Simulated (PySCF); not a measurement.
Worked example: H$_{2}$Si–F⁺, singlet against H2Si–F, doublet

Geometry (PBE0/def2-TZVP stationary point of a doublet), kept for both states (H2Si–F, doublet: B1; H2Si–F⁺, singlet: A1):

```tsv
atom	x (Å)	y (Å)	z (Å)
Si	0.0000	0.0000	0.5931
F	0.0000	0.0000	-1.0064
H	0.0000	1.3214	1.2216
H	0.0000	-1.3214	1.2216
```

Basis cc-pVDZ; PySCF 2.14.0. Only valence electrons are correlated (noble-gas cores frozen). Prefix R: restricted or restricted open-shell reference; prefix U: unrestricted.

Full CI isn't at hand for all of this; RCCSDT serves as the reference. It lacks quadruple excitations, which often exceed the step from CCSD(T) to CCSDT. The frozen core follows each run's orbitals, which can shift R against U totals by a few meV.

```csv
level,"E(H2Si–F, doublet) (hartree)","E(H2Si–F⁺, singlet) (hartree)"
UHF,-389.509009,-389.251713
UMP2,-389.784591,-389.522991
UCCSD(T),-389.811087,-389.545493
PBE,-390.249911,-389.972431
r2SCAN,-390.432809,-390.149312
RCCSDT,-389.811698,-389.546057
```

Q: Give the vertical gap, H2Si–F⁺ singlet less H2Si–F doublet, at each level in eV (1 hartree = 27.2114 eV), and each error against RCCSDT.

A: RCCSDT: (-389.546057 − (-389.811698)) × 27.2114 = 7.228 eV (the reference)
r2SCAN: (-390.149312 − (-390.432809)) × 27.2114 = 7.714 eV, error 0.486 eV
PBE: (-389.972431 − (-390.249911)) × 27.2114 = 7.551 eV, error 0.323 eV
UCCSD(T): (-389.545493 − (-389.811087)) × 27.2114 = 7.227 eV, error -0.001 eV
UMP2: (-389.522991 − (-389.784591)) × 27.2114 = 7.119 eV, error -0.109 eV
UHF: (-389.251713 − (-389.509009)) × 27.2114 = 7.001 eV, error -0.227 eV

Total energies of functionals can't be set beside those of wave-function methods, since they hold the core's correlation and their own absolute errors; only the differences compare.

In so small a basis the reference is far from its limit while semilocal and hybrid functionals are nearer theirs, so the functionals' errors here hold much of the reference's basis and frozen-core error, which can add to them or hide them.

Each level lands on the state that its own search finds. T1 diagnostics of restricted CCSD: 0.018 and 0.018.
